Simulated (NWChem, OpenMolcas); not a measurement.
From NWChem to OpenMolcas

This NWChem 7.3.0 job computes Si2H6 (disilane):

run.py:
```python
from ase import Atoms
from ase.calculators.nwchem import NWChem

system = Atoms('SiSiHHHHHH', positions=[
    [-0.340500, 0.490200, -1.004900],
    [0.363500, -0.504400, 0.991000],
    [0.833900, 0.948200, -1.794900],
    [-1.112900, -0.483900, -1.821900],
    [-1.208000, 1.664100, -0.717900],
    [1.139000, 0.468600, 1.806300],
    [1.228100, -1.680500, 0.704000],
    [-0.811000, -0.959200, 1.782600],
])

calc = NWChem(
    label='run',
    theory='scf',
    memory='2200 mb',
    basis='aug-cc-pVDZ',
    basispar='spherical bse',
    scf={'nopen': '0', 'rhf': None, 'thresh': '1e-08', 'maxiter': '80'},
)
system.calc = calc

forces = system.get_forces()
e = system.get_potential_energy()
print(f"E = {e:.6f} eV")
print("forces (eV/A):")
for s, f in zip(system.symbols, forces):
    print(f"{s:2s} {f[0]:10.5f} {f[1]:10.5f} {f[2]:10.5f}")
print("dipole (e A):", system.get_dipole_moment().round(4))
```

```bash
$ export ASE_NWCHEM_COMMAND="nwchem PREFIX.nwi > PREFIX.nwo"
$ python run.py
```

The shape is that of a PBE0-D4/def2-TZVP optimisation.

It gives a total energy of -581.340582 Eh.

Problem. How is this level of theory, on these atoms, set up in OpenMolcas 26.06 as an input file of the program's own?

Solution. One way, which was run:

mol.xyz:
```
8

Si    -0.340500     0.490200    -1.004900
Si     0.363500    -0.504400     0.991000
H      0.833900     0.948200    -1.794900
H     -1.112900    -0.483900    -1.821900
H     -1.208000     1.664100    -0.717900
H      1.139000     0.468600     1.806300
H      1.228100    -1.680500     0.704000
H     -0.811000    -0.959200     1.782600
```

job.inp:
```
&GATEWAY
BasLib=$CurrDir
Coord=mol.xyz
Basis=aug-cc-pVDZ
Group=NoSym
&SEWARD
&SCF
Thresholds=1e-10 1e-07 1e-07 1e-05
PrOrbitals=0
&ALASKA
```

```bash
$ export MOLCAS_MEM=1860
$ pymolcas job.inp > job.log
```

(Basis files named in the input come from the Basis Set Exchange and aren't shown.)

Its energy is -581.340582 Eh, 0.000 mEh from the first.
